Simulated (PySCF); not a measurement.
## input.py for BO2⁻

File input.py (PySCF 2.14):

```python
from pyscf import gto, scf, mp

mol = gto.M(
    atom='B 0 0 0; O 1.261 0 0; O -1.261 0 0',
    basis='aug-cc-pvdz',
    charge=-1,
    spin=0,
    verbose=4,
)
mf = scf.UHF(mol)
mf.kernel()
mp.MP2(mf).kernel()
mf.dip_moment()
print('orbital energies (hartree):', [e[max(0, n-3):n+3].round(4) for e, n in zip(mf.mo_energy, mol.nelec)])
```

```bash
$ OMP_NUM_THREADS=1 python input.py
```

Output (some set-up lines and the per-cycle HOMO/LUMO lines with their warnings removed):

```
PySCF version 2.14.0

[INPUT] Symbol           X                Y                Z      unit          X                Y                Z       unit  Magmom
[INPUT]  1 B      0.000000000000   0.000000000000   0.000000000000 AA    0.000000000000   0.000000000000   0.000000000000 Bohr   0.0
[INPUT]  2 O      1.261000000000   0.000000000000   0.000000000000 AA    2.382944643077   0.000000000000   0.000000000000 Bohr   0.0
[INPUT]  3 O     -1.261000000000   0.000000000000   0.000000000000 AA   -2.382944643077   0.000000000000   0.000000000000 Bohr   0.0

nuclear repulsion = 47.0006721832197
number of shells = 24
number of NR pGTOs = 105
number of NR cGTOs = 69
basis = aug-cc-pvdz
ecp = {}

******** <class 'pyscf.scf.uhf.UHF'> ********
method = UHF
initial guess = minao
damping factor = 0
level_shift factor = 0
DIIS = <class 'pyscf.scf.diis.CDIIS'>
SCF conv_tol = 1e-09
SCF max_cycles = 50
number electrons alpha = 11  beta = 11
init E= -175.013926933503
cycle= 1 E= -174.464166063254  delta_E= 0.55  |g|= 0.498  |ddm|=  1.4
cycle= 2 E= -174.523914679228  delta_E= -0.0597  |g|= 0.36  |ddm|= 0.539
cycle= 3 E= -174.570845495128  delta_E= -0.0469  |g|= 0.0279  |ddm|= 0.207
cycle= 4 E= -174.571737666165  delta_E= -0.000892  |g|= 0.00886  |ddm|= 0.0392
cycle= 5 E= -174.571830831044  delta_E= -9.32e-05  |g|= 0.00272  |ddm|= 0.0139
cycle= 6 E= -174.571839886293  delta_E= -9.06e-06  |g|= 0.000525  |ddm|= 0.00726
cycle= 7 E= -174.571840356317  delta_E= -4.7e-07  |g|= 0.000315  |ddm|= 0.00106
cycle= 8 E= -174.571840647422  delta_E= -2.91e-07  |g|= 0.000117  |ddm|= 0.000954
cycle= 9 E= -174.571840687659  delta_E= -4.02e-08  |g|= 2.12e-05  |ddm|= 0.000448
cycle= 10 E= -174.571840688573  delta_E= -9.14e-10  |g|= 3.86e-06  |ddm|= 6.35e-05
Extra cycle  E= -174.57184068859  delta_E= -1.68e-11  |g|= 2.03e-06  |ddm|= 9.19e-06
converged SCF energy = -174.57184068859  <S^2> = 3.4619418e-11  2S+1 = 1

******** <class 'pyscf.mp.ump2.UMP2'> ********
nocc = (np.int64(11), np.int64(11)), nmo = (69, 69)
E(UMP2) = -175.061368347988  E_corr = -0.489527659398024
E(SCS-UMP2) = -175.041176108072  E_corr = -0.469335419482297
E_corr(same-spin) = -0.136266659763845
E_corr(oppo-spin) = -0.353260999634179

WARN: System has nonzero charge -1; the dipole moment is origin-dependent.
Location of origin: [0. 0. 0.]

Dipole moment(X, Y, Z, Debye): -0.00000, -0.00000,  0.00000
orbital energies (hartree): [array([-0.3005, -0.2073, -0.2073,  0.1819,  0.1819,  0.1896]), array([-0.3005, -0.2073, -0.2073,  0.1819,  0.1819,  0.1896])]
```

In short: E(SCF) = -174.571841 Eh, 10 cycles, E(MP2) − E(SCF) = -0.48953 Eh.

Run time: 2.6 s on 1 thread of Arm Neoverse N1 (shared host), peak memory 0.16 GiB.

The dipole of an ion depends on the origin. No search for the lowest solution was made.
